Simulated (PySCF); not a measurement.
Species: CH₃BO.
Cartesian coordinates in Å at the PBE0-D3(BJ)/def2-TZVP level; atoms count from 1:
```xyz
6
CH3BO angstrom
B     -0.659   -0.054    0.053
C      0.853   -0.057    0.095
O      1.980   -0.060    0.126
H     -0.942   -0.954   -0.704
H     -0.993   -0.250    1.198
H     -0.947    1.044   -0.361
```

Theory: delta-SCF UKS SCAN, pcX-3 on the ionised atom, pcseg-2 elsewhere, spin-free X2C (PySCF). Every row has its own mixed basis.

```json
{"ionised atom": "B1", "basis functions": "186", "E(ground) (Eh)": "-140.03830", "binding energy (eV)": "194.960"}
{"ionised atom": "C2", "basis functions": "186", "E(ground) (Eh)": "-140.04121", "binding energy (eV)": "295.710"}
{"ionised atom": "O3", "basis functions": "186", "E(ground) (Eh)": "-140.04405", "binding energy (eV)": "541.651"}
```

Fill in the total energy of each core-ionised state.

With binding energy = E(ionised) − E(ground) and 27.2114 eV a hartree:

```
atom  binding energy (Eh)  E(ionised) (Eh)
  B1               7.1647        -132.8736
  C2              10.8671        -129.1741
  O3              19.9053        -120.1387
```

How much do the ground-state energies differ, and what would follow from using one of them for all holes?

They run from -140.0440 Eh (core basis on O3) to -140.0383 Eh (on B1), 0.0057 Eh or 0.16 eV apart, for one and the same state in different bases and grids. Pairing the ion of B1 with the ground state of O3 would put its binding energy 0.16 eV too high.

Only 1s holes are shown. Geometry: PBE0-D3(BJ)/def2-TZVP; no solvent, vibrations or thermal averaging.

The run took 27 s of wall time on Arm Neoverse N1, one thread, shared host, and the process peaked at 0.55 GiB of memory.
